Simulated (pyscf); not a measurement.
Optimised with ωB97X-D3(BJ)/def2-SVP in PySCF.

SMILES: [CH3][GaH][CH3]
```xyz
10

C     -1.1914     1.0181     0.5591
Ga    -0.0701    -0.5131     0.0316
C     -0.7444    -1.9896    -1.0843
H     -0.7431     1.9605     0.2010
H     -2.2188     0.9525     0.1698
H     -1.2401     1.0947     1.6588
H      1.4307    -0.5562     0.5192
H     -0.5923    -2.9572    -0.5769
H     -1.8124    -1.8885    -1.3306
H     -0.1751    -2.0400    -2.0284
```
Charge 0, spin multiplicity 1.

Question: What is the homolytic dissociation enthalpy (298 K, ωB97M-D3(BJ)/def2-TZVP) of the Ga–H bond of H₃C–GaH–CH₃, to [H₃C–Ga–CH₃]• + H•?

Answer: Ga–H to [H₃C–Ga–CH₃]• + H•: 336.6 kJ/mol. The 7 functionals that were run give +318.3 (PBE) to +341.1 kJ/mol (ωB97X-D3(BJ)). The radicals are drawn with the spin at the cut bond; how far it spreads was not checked. Other isomers of [H₃C–Ga–CH₃]• were not searched in full and may lie lower. Elements up to Kr have no core potential and no relativistic terms here.
